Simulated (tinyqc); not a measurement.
Inside a calculation. Method: ROHF in the sto-6g basis, for OH+, spin multiplicity 3. This run ends on a higher stationary point, not on the lowest solution. Computed by tinyqc, a small Python program that keeps every step (integrals from PySCF). Settings: charge = 1, multiplicity = 3, basis = sto-6g, energy threshold = 1e-08, iteration cap = 77, orthogonalisation = symmetric, start = highest core orbitals, DIIS depth = 6, DIIS from iteration = 3, method = ROHF. Command: `OMP_NUM_THREADS=1 python tinyqc.py 22281 22282 out.jsonl` (the two numbers bound the seeds that draw the settings). One thread of a shared host (Intel(R) Xeon(R) Processor @ 2.60GHz), about 0.08 s of CPU time with the checks.

Geometry (angstrom):
```
atom         x         y         z
O     0.000000  0.000000  0.000000
H     0.000000  0.000000  1.833000
```

Stop when the energy changes by less than 1e-08 hartree and every element of the error matrix X^T (F D S - S D F) X is below 3e-05.

Course of the cycle:
```
iteration   E (hartree)     change  largest element of the error matrix
1          -28.67228882          -                             1.22e-01
2          -74.49407202  -4.58e+01                             9.44e-02
3          -74.50630799  -1.22e-02                             8.15e-02
4          -74.54588825  -3.96e-02                             3.47e-02
5          -74.55259902  -6.71e-03                             1.57e-02
6          -74.55450966  -1.91e-03                             6.29e-03
7          -74.55461553  -1.06e-04                             4.57e-03
8          -74.55454697   6.86e-05                             5.65e-03
9          -74.55475166  -2.05e-04                             5.70e-04
10         -74.55475207  -4.11e-07                             5.44e-05
11         -74.55475209  -1.61e-08                             1.17e-06
12         -74.55475209  -8.04e-12                             1.08e-07
```

Can the last value be used, and what does the course show?

No, though the log alone does not show it. Converged in 12 iterations. But the solution lies 0.06486 hartree above the reference: it is another stationary point, not the lowest one. Reruns (cap 100 unless said): DIIS 8: converged in 32 to a higher stationary point; atomic densities as start, DIIS 8: converged in 7. PySCF ROHF in the same basis = -74.61961689 hartree.
